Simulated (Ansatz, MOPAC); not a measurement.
Barrier height from F + H2 to the transition structure FH2, without zero-point energy, on the benchmark's geometries as Psi4's copy of the set gives them.
Transition structure (charge 0, multiplicity 2):
```xyz
3

H      0.1466    -1.1284     0.0000
F      0.0000     0.3304     0.0000
H     -0.1466    -1.8454     0.0000
```
Reactant (charge 0, multiplicity 1):
```xyz
2

H      0.0000     0.0000     0.0000
H      0.7419     0.0000     0.0000
```

Open shells are unrestricted; no spin–orbit coupling.

Correlated levels freeze the cores. CBS(a, b) extrapolates the correlation energy as X⁻³ and adds the Hartree–Fock energy of set b. The state reached by AM1, PM3, PM6, PM7 isn't checked; PM7 holds dispersion and hydrogen-bond terms.

The values were computed with Ansatz (a quantum-chemistry and plane-wave program); MOPAC for AM1, PM3, PM6, PM7 (differences of heats of formation). Each number belongs to the level named beside it.

Other levels give for the barrier height: PBE/def2-TZVPPD -0.548; B3LYP/def2-TZVPPD -0.245; wB97M-V/def2-TZVPPD -0.095; CCSD(T)/CBS(aug-cc-pVTZ, aug-cc-pVQZ) 0.056 eV.

Problem. What do these common cheap choices give for the same quantity: AM1, PM3, PM6, PM7?

Solution. AM1 0.215; PM3 -0.108; PM6 0.030; PM7 0.474 eV. They span -0.108 to 0.474 eV.

The set's own value is 1.8 kcal/mol (Zhao et al., J. Phys. Chem. A 109, 2012 (2005), HTBH38), an estimate for the real system, whose open-shell reactant is lowered by spin–orbit coupling.
